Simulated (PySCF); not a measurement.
Run record: EPR job, `[H]/[C]=C/OCC` [radical].

Method: UKS B3LYP, IGLO-III on C O, pcH-1 on H, non-relativistic, mean-field spin-orbit, GIAO (PySCF 2.14.0). Geometry: PBE0-D3(BJ)/def2-SVP. The input is one job of a driver script: a line of settings, then coordinates in Å.

Input:
```
{"job": {"kind": "epr"}, "charge": 0, "multiplicity": 2}
C      2.286800    -0.522724    -0.127127
C      1.576653     0.064463     0.822642
O      0.259863     0.317038     0.826869
C     -0.449454    -0.091256    -0.325950
C     -1.900550     0.278609    -0.155618
H      3.326709    -0.793066    -0.282275
H      2.051773     0.413083     1.752265
H     -0.007707     0.396071    -1.215616
H     -0.321608    -1.181480    -0.464176
H     -2.323861    -0.207757     0.735357
H     -2.480809    -0.040696    -1.033468
H     -2.015410     1.366345    -0.040844
```

Output:
```
UKS, coarse grid
  cycle   1  E = -231.77368045  |g| = 4.17e-01
  cycle   2  E = -231.67557291  |g| = 6.67e-01
  cycle   3  E = -231.83643519  |g| = 1.18e-01
  cycle   4  E = -231.84174163  |g| = 4.52e-02
  cycle   5  E = -231.84270283  |g| = 1.65e-02
  cycle   6  E = -231.84284720  |g| = 4.92e-03
  cycle   7  E = -231.84287364  |g| = 1.77e-03
  cycle   8  E = -231.84288336  |g| = 1.06e-03
  cycle   9  E = -231.84288526  |g| = 4.68e-04
UKS, final grid
  cycle   1  E = -231.84289142  |g| = 4.79e-04
  cycle   2  E = -231.84289146  |g| = 5.97e-04
  cycle   3  E = -231.84289165  |g| = 1.49e-04
  cycle   4  E = -231.84289168  |g| = 1.09e-04
  cycle   5  E = -231.84289171  |g| = 3.44e-05
  cycle   6  E = -231.84289171  |g| = 7.21e-06
E = -231.84289171 Eh   <S^2> = 0.7593 (exact 0.7500)
g shifts (ppm)      1          2          3
  rmc          -140       -140       -140
  gc             17         19         35
  oz_so        -193        157        556
  total        -317         36        450
hyperfine (MHz)  atom isotope    a_iso     a_fc   dipolar eigenvalues
    0   13C     291.50     291.50    -80.30    -58.68    138.98
    1   13C     -32.71     -32.71    -20.06     -1.56     21.62
    2   17O     -26.50     -26.50     -9.05      0.45      8.60
    3   13C       4.40       4.40     -2.18     -0.26      2.44
    4   13C       0.33       0.33     -0.51     -0.33      0.85
    5    1H      24.22      24.22    -32.65     -7.85     40.50
    6    1H     134.01     134.01     -6.33     -0.37      6.69
    7    1H       2.69       2.69     -5.88     -2.61      8.50
    8    1H       2.61       2.61     -5.80     -2.57      8.37
    9    1H       1.70       1.70     -0.86     -0.67      1.53
   10    1H       2.99       2.99     -0.90     -0.81      1.71
   11    1H       1.50       1.50     -0.86     -0.68      1.54
```

rmc, gc and oz_so are the mass-correction, gauge-correction and orbital-Zeeman/spin–orbit parts of the g shift along its three principal axes; a_iso is the isotropic hyperfine coupling and a_fc its Fermi-contact part. The program numbers atoms from 0.

Task: How far is ⟨S²⟩ from the pure-spin value?

Result: S = 0.5 gives S(S+1) = 0.75; the run has 0.7593, 0.0093 more.

In short: ⟨S²⟩ 0.759; g_iso 2.0024.

Geometry: PBE0-D3(BJ)/def2-SVP, one conformer, isolated molecule.

Task: Estimate the wall time. Hardware: an x86-64 server with one thread (shared host).

Result: About 43 s.
Labels such as C1 count atoms from 1, the log's own numbers from 0.
